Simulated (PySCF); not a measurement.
Two species compared at the same levels of theory.

First species: C5H6FP.
SMILES: `CC1=C(F)PC=C1`

Second species: HSiF (singlet state).
Structure used (GFN2-xTB), in Å, numbered top down from 1:
```xyz
3
FHSi angstrom
F      1.1843   -0.3237   -0.0017
Si    -0.0905    0.7090   -0.0129
H     -1.0823   -0.3878    0.0021
```

Levels: CAM-B3LYP/def2-SVPD for dipole moment, HOMO energy, LUMO energy, HOMO–LUMO gap, static isotropic polarisability and electronic spatial extent ⟨r²⟩ about the centre of nuclear charge; TDDFT CAM-B3LYP/def2-SVPD for lowest singlet excitation; TDA CAM-B3LYP/def2-SVPD for lowest triplet excitation (Tamm–Dancoff); GFN2-xTB for rotational constant A and rotational constant C. Geometries: GFN2-xTB. Each species is one conformer at its optimised geometry, gas phase, non-relativistic unless stated. Electronic properties by PySCF.

Values for the first species:

* Dipole moment: 1.96 D
* HOMO energy: -7.83 eV
* LUMO energy: -0.04 eV
* HOMO–LUMO gap: 7.79 eV
* Lowest singlet excitation: 4.66 eV
* Lowest triplet excitation (Tamm–Dancoff): 2.96 eV
* Static isotropic polarisability: 80.3 au
* Electronic spatial extent ⟨r²⟩ about the centre of nuclear charge: 855 bohr²
* Rotational constant A: 3.203 GHz
* Rotational constant C: 1.351 GHz

(1) Estimate the same properties for the second species, and the change in each.

Results:

(1) 
| property | first | second | second less first |
| --- | --- | --- | --- |
| dipole moment | 1.96 D | 1.33 D | -0.63 D |
| HOMO energy | -7.83 eV | -8.42 eV | -0.59 eV |
| LUMO energy | -0.04 eV | -1.58 eV | -1.54 eV |
| HOMO–LUMO gap | 7.79 eV | 6.84 eV | -0.95 eV |
| lowest singlet excitation | 4.66 eV | 2.98 eV | -1.68 eV |
| lowest triplet excitation (Tamm–Dancoff) | 2.96 eV | 1.65 eV | -1.31 eV |
| static isotropic polarisability | 80.3 au | 30.5 au | -49.8 au |
| electronic spatial extent ⟨r²⟩ about the centre of nuclear charge | 855 bohr² | 105 bohr² | -750 bohr² |
| rotational constant A | 3.203 GHz | 239.433 GHz | +236.230 GHz |
| rotational constant C | 1.351 GHz | 15.244 GHz | +13.893 GHz |

On the first: The principal polarisabilities are 57.0, 81.4 and 102.5 au; their mean is the isotropic value. S1 lies 3.13 eV below the HOMO–LUMO gap; its leading configuration is HOMO→LUMO, weight 0.96.

On the second: 1 of the 8 computed singlets lies in the visible range (750 to 380 nm, 1.65 to 3.26 eV), with an oscillator strength of 0.022. In atomic units the dipole is 0.52 e·bohr (1 au = 2.5417 D).
